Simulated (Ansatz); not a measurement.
The input, for Ansatz 0.2.0:

```yaml
crystal:
  periodic: [false, false, false]
  atoms:
    - {symbol: Al, position_ang: [-0.025723, 0.631098, 2.613208]}
    - {symbol: Al, position_ang: [-0.026556, -1.278713, 0.842630]}
    - {symbol: Ga, position_ang: [0.021408, 0.242224, -1.346958]}
    - {symbol: H, position_ang: [-0.081369, 0.580474, 0.664832]}
basis:
  gaussian: {orbitals: cc-pVDZ}
magnetization: {spin_polarized: false, initial_magnetization: 2}
correlation: {method: bccd_t, electrons: outside_noble_gas}
accuracy: high
scf: {omitted_lower_state_checks: [cluster_reference]}
```

```sh
$ ansatz run in.yaml --threads 1 --pin off --events-out ev --progress --plain --max-ram 2393MiB
```

Task: Roughly how long does this take on 1 thread of Arm Neoverse V1, shared host, and how much host memory?

Result: 12 s wall and 0.33 GiB.

```
these checks for a lower state are left out or cut short: cluster_reference
1464 factors; integrals over basis functions are off by at most 4.4e-9 eV
mean field evaluation 1: about -65512.5882 eV, gradient 6.6e0 eV
mean field evaluation 2: about -65512.5951 eV, gradient 6.6e0 eV
mean field evaluation 4: about -65513.0038 eV, gradient 1.3e0 eV
mean field evaluation 8: about -65513.0289 eV, gradient 5.8e-3 eV
mean field evaluation 16: about -65512.0496 eV, gradient 4.1e0 eV
mean field evaluation 32: about -65512.1740 eV, gradient 4.4e0 eV
mean field -65513.02892484 eV, -2407.5594066619 hartree, gradient 2.1e-8 eV, S^2 2.000000; 6 other end points of the search recorded, 0 dependent functions left out
24 core orbitals not correlated: weight in the atoms' cores, before any rotation towards them, 1.000 or more for the frozen orbitals, at most 0.000 for the correlated occupied ones
reference -65513.02892484 eV, -2407.5594066619 hartree; 6, 4 occupied and 38, 40 virtual orbitals, 1464 factors
second order -4.44093500 eV of doubles, -0.08031508 eV of singles
cycle   1  -5.22860493 eV  change   -7.0e-1 eV  update   1.0e-1
cycle   2  -5.50741751 eV  change   -2.8e-1 eV  update   4.0e-2
cycle   3  -5.54616197 eV  change   -3.9e-2 eV  update   1.7e-2
cycle   4  -5.54403852 eV  change    2.1e-3 eV  update   8.8e-3
...
cycle  29  -5.53871081 eV  change   -1.2e-7 eV  update   1.5e-7
cycle  30  -5.53871082 eV  change   -1.7e-8 eV  update   6.0e-8
cycle  31  -5.53871083 eV  change   -5.2e-9 eV  update   2.5e-8
cycle  32  -5.53871083 eV  change    1.6e-9 eV  update   1.4e-8
cycle  33  -5.53871083 eV  change   3.7e-10 eV  update   8.2e-9
cycle  34  -5.53871083 eV  change  -6.4e-10 eV  update   4.9e-9
cycle  35  -5.53871083 eV  change  -4.5e-11 eV  update   3.2e-9
cycle  36  -5.53871083 eV  change  -7.6e-11 eV  update   2.0e-9
cycle  37  -5.53871083 eV  change   2.9e-10 eV  update   1.5e-9
cycle  38  -5.53871083 eV  change   2.7e-11 eV  update  6.9e-10
perturbative correction -0.32096862 eV, -0.0117953791 hartree
Total energy: -65518.88860428 eV, -2407.7747459097 hartree
Checks for a lower state left out: cluster_reference
```
